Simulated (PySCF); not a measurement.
## Neon: a sound run and one with changed settings

Sound run: Ne [Ne], Ne⁺ [He] 2s2 2p5. All numbers are calculated (PySCF 2.14, no relativity, point nucleus, in def2-TZVP). The sound run starts from symmetry-adapted Hartree-Fock orbitals and uses a fine grid where one is needed.

A second run was set up differently.

| species | method | sound run (hartree) | changed run (hartree) | converged |
| --- | --- | --- | --- | --- |
| Ne | UHF | -128.54149 | -128.54149 | yes |
| Ne | B3LYP | -128.97303 | -128.63887 | yes |
| Ne | MN15 | -128.88743 | -128.79041 | yes |
| Ne⁺ | UHF | -127.81851 | -127.81851 | yes |
| Ne⁺ | B3LYP | -128.17623 | -127.79262 | yes |
| Ne⁺ | MN15 | -128.09171 | -127.93848 | yes |

Ionisation energy of Ne:

```tsv
method	sound run (eV)	changed run (eV)
UHF	19.673	19.673
B3LYP	21.682	23.028
MN15	21.653	23.182
```

What was changed?
A. too few SCF iterations
B. minimal basis
C. a valence shell is frozen
D. radial grid too coarse

D. It used radial step 1.2 in ln r (0.13 in the sound run). A coarse radial grid mis-integrates the density and the exchange-correlation energy, with errors of either sign; Hartree-Fock needs no grid.
